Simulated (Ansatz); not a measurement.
Ansatz (a quantum-chemistry and plane-wave program) input (B3LYP/LANL2DZ): The .json file is the Basis Set Exchange's LANL2DZ.

Ansatz 0.2 input:
```yaml
crystal:
  periodic: [false, false, false]
  atoms:
    - {symbol: C, position_ang: [0.03618760, 0.60041534, 0.01001252]}
    - {symbol: N, position_ang: [0.01219895, -0.81758933, 0.09244576]}
    - {symbol: H, position_ang: [-0.95471660, 1.16629571, 0.01500298]}
    - {symbol: H, position_ang: [-0.48780604, -1.15122848, -0.74120501]}
    - {symbol: H, position_ang: [0.56688663, 1.01658913, 0.88942020]}
    - {symbol: H, position_ang: [0.57311778, 1.08897690, -0.87041363]}
basis:
  gaussian:
    orbitals: LANL2DZ.json
hamiltonian:
  xc: {name: B3LYP}
total_charge: -1
relax: {f_tol: 0.003, max_steps: 120}
```

From the last part of the output:

```
mean field evaluation 8: about -2589.3994 eV, gradient 1.4e-3 eV
mean field -2589.39936590 eV, -95.1586715389 hartree, gradient 4.2e-5 eV, S^2 0.000000; 0 other end points of the search recorded, 0 dependent functions left out
the calculation of the forces begins
reference -2589.39952691 eV, -95.1586774560 hartree; 9, 9 occupied and 17, 17 virtual orbitals, 376 factors
relax step   1: F+E_penalty+E_count = -2589.39936590 eV  Δ(F+E_penalty+E_count) = +0.000e0 eV  max|allowed force component| = 1.051e0 eV/Å  Δτ_max = 0.0000 Å  (22 SCF iters, accepted)
these checks for a lower state are left out or cut short: starts, cluster_reference, orbital_swaps, neighbouring_geometries, increment
integrals: 0.01 GiB planned
376 factors; integrals over basis functions are off by at most 3.2e-4 eV
mean field: 0.07 GiB planned
mean field evaluation 16: about -2589.4332 eV, gradient 5.6e-2 eV
mean field -2589.43324332 eV, -95.1599165112 hartree, gradient 1.5e-5 eV, S^2 0.000000; 0 other end points of the search recorded, 0 dependent functions left out
the calculation of the forces begins
reference -2589.43340540 eV, -95.1599224673 hartree; 9, 9 occupied and 17, 17 virtual orbitals, 376 factors
relax step   2: F+E_penalty+E_count = -2589.43324332 eV  Δ(F+E_penalty+E_count) = -3.388e-2 eV  max|allowed force component| = 5.118e-1 eV/Å  Δτ_max = 0.0376 Å  (26 SCF iters, accepted)
these checks for a lower state are left out or cut short: starts, cluster_reference, orbital_swaps, neighbouring_geometries, increment
integrals: 0.01 GiB planned
376 factors; integrals over basis functions are off by at most 3.2e-4 eV
mean field: 0.07 GiB planned
mean field -2589.43937699 eV, -95.1601419194 hartree, gradient 1.7e-5 eV, S^2 0.000000; 0 other end points of the search recorded, 0 dependent functions left out
the calculation of the forces begins
reference -2589.43953916 eV, -95.1601478788 hartree; 9, 9 occupied and 17, 17 virtual orbitals, 376 factors
relax step   3: F+E_penalty+E_count = -2589.43937699 eV  Δ(F+E_penalty+E_count) = -6.134e-3 eV  max|allowed force component| = 2.363e-1 eV/Å  Δτ_max = 0.0087 Å  (26 SCF iters, accepted)
these checks for a lower state are left out or cut short: starts, cluster_reference, orbital_swaps, neighbouring_geometries, increment
integrals: 0.01 GiB planned
376 factors; integrals over basis functions are off by at most 3.2e-4 eV
mean field: 0.07 GiB planned
mean field evaluation 32: about -2589.4377 eV, gradient 5.2e-2 eV
mean field -2589.43769493 eV, -95.1600801049 hartree, gradient 2.0e-5 eV, S^2 0.000000; 0 other end points of the search recorded, 0 dependent functions left out
the calculation of the forces begins
reference -2589.43785612 eV, -95.1600860286 hartree; 9, 9 occupied and 17, 17 virtual orbitals, 376 factors
relax step   4: F+E_penalty+E_count = -2589.43769493 eV  Δ(F+E_penalty+E_count) = +1.682e-3 eV  max|allowed force component| = 1.750e-1 eV/Å  Δτ_max = 0.0261 Å  (26 SCF iters, rejected (line search))
these checks for a lower state are left out or cut short: starts, cluster_reference, orbital_swaps, neighbouring_geometries, increment
integrals: 0.01 GiB planned
376 factors; integrals over basis functions are off by at most 3.2e-4 eV
mean field: 0.07 GiB planned
mean field -2589.44054675 eV, -95.1601849072 hartree, gradient 1.9e-5 eV, S^2 0.000000; 0 other end points of the search recorded, 0 dependent functions left out
the calculation of the forces begins
reference -2589.44070853 eV, -95.1601908524 hartree; 9, 9 occupied and 17, 17 virtual orbitals, 376 factors
relax step   5: F+E_penalty+E_count = -2589.44054675 eV  Δ(F+E_penalty+E_count) = -1.170e-3 eV  max|allowed force component| = 4.541e-2 eV/Å  Δτ_max = 0.0091 Å  (26 SCF iters, accepted)
these checks for a lower state are left out or cut short: starts, cluster_reference, orbital_swaps, neighbouring_geometries, increment
integrals: 0.01 GiB planned
376 factors; integrals over basis functions are off by at most 3.2e-4 eV
mean field: 0.07 GiB planned
mean field -2589.44065410 eV, -95.1601888521 hartree, gradient 6.9e-6 eV, S^2 0.000000; 0 other end points of the search recorded, 0 dependent functions left out
the calculation of the forces begins
reference -2589.44081589 eV, -95.1601947980 hartree; 9, 9 occupied and 17, 17 virtual orbitals, 376 factors
relax step   6: F+E_penalty+E_count = -2589.44065410 eV  Δ(F+E_penalty+E_count) = -1.073e-4 eV  max|allowed force component| = 8.952e-3 eV/Å  Δτ_max = 0.0026 Å  (21 SCF iters, accepted)
these checks for a lower state are left out or cut short: starts, cluster_reference, orbital_swaps, neighbouring_geometries, increment
integrals: 0.01 GiB planned
376 factors; integrals over basis functions are off by at most 3.2e-4 eV
mean field: 0.07 GiB planned
mean field -2589.44065906 eV, -95.1601890346 hartree, gradient 2.0e-5 eV, S^2 0.000000; 0 other end points of the search recorded, 0 dependent functions left out
the calculation of the forces begins
reference -2589.44082086 eV, -95.1601949807 hartree; 9, 9 occupied and 17, 17 virtual orbitals, 376 factors
relax step   7: F+E_penalty+E_count = -2589.44065906 eV  Δ(F+E_penalty+E_count) = -4.966e-6 eV  max|allowed force component| = 3.430e-4 eV/Å  Δτ_max = 0.0004 Å  (16 SCF iters, accepted)
integrals: 0.01 GiB planned
376 factors; integrals over basis functions are off by at most 3.2e-4 eV
mean field: 0.07 GiB planned
mean field evaluation 64: about -2589.4500 eV, gradient 6.2e-2 eV
mean field -2589.44065906 eV, -95.1601890346 hartree, gradient 2.0e-5 eV, S^2 0.000000; 1 other end points of the search recorded, 0 dependent functions left out
the calculation of the forces begins
reference -2589.44082086 eV, -95.1601949807 hartree; 9, 9 occupied and 17, 17 virtual orbitals, 376 factors
Total energy: -2589.44082086 eV, -95.1601949807 hartree
Atom 0 at     0.036034     0.618457     0.008172 Å, force     0.000115    -0.000343     0.000229 eV/Å
Atom 1 at     0.015157    -0.844838     0.099929 Å, force     0.000177     0.000055     0.000301 eV/Å
Atom 2 at    -0.958348     1.188834     0.013527 Å, force    -0.000159     0.000076    -0.000080 eV/Å
Atom 3 at    -0.494846    -1.187371    -0.750197 Å, force    -0.000088     0.000229    -0.000172 eV/Å
Atom 4 at     0.572533     1.017157     0.899113 Å, force    -0.000060    -0.000084    -0.000097 eV/Å
Atom 5 at     0.575339     1.111219    -0.875281 Å, force     0.000016     0.000067    -0.000181 eV/Å
Dipole moment:    -0.111214     0.595552    -0.243912 e Å
```

The dipole moment of an ion depends on the origin.
